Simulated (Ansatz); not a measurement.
Energy needed to pull apart C2H3NO (SMILES C=NC=O), singlet, into free ground-state atoms, from the structure below (displaced at random from a GFN2-xTB minimum); no zero-point or spin–orbit terms; open-shell atoms are treated unrestricted, in their ground-state multiplicity.

```
7
angstrom
C -0.7036 0.9236 -0.0630
N -0.0800 0.0682 0.4497
C 0.5806 -1.0364 0.0096
O 0.5187 -2.0048 -0.1467
H -0.6304 1.2375 -1.1929
H -1.2023 1.5386 0.4927
H 1.7103 -0.6754 0.1775
```

Computed with Ansatz 0.2.0 (basis: def2-TZVPP); correlated methods freeze the cores.

| method | atomization energy (eV) |
| --- | --- |
| PBE-D4 | 26.81 |
| r2SCAN-D4 | ? |
| B97M-V | 25.69 |
| PBE0-D4 | 25.81 |
| CAM-B3LYP-D4 | 25.83 |
| wB97M-V | 25.64 |
| HF | 15.62 |
| MP2 | 25.10 |
| CCSD | ? |
| CCSD(T) | 24.22 |

Q: What does r2SCAN-D4 give? (To be estimated.)

A: The calculation gives: 25.57 eV, which is about 1.35 eV more than CCSD(T)/def2-TZVPP.

Q: What does CCSD give? (Judge from chemistry; the value comes from the calculation.)

A: By the calculation: 23.64 eV, which is about 0.58 eV less than CCSD(T)/def2-TZVPP.

In triple zeta the MP2 and coupled-cluster atomization energies are still short of their basis limit by a few kcal/mol a bond, whereas those of the functionals are nearly converged, so these differences are not deviations from converged CCSD(T).

T1 diagnostic: at most 0.013.

For scale, one of the runs: CCSD(T)/def2-TZVPP forces, 166 basis functions (an equivalent command: `ansatz run in.yaml --threads 4`). The run took 91 s on 4 CPU threads (shared host), with 2.7 GiB of host memory at its peak.
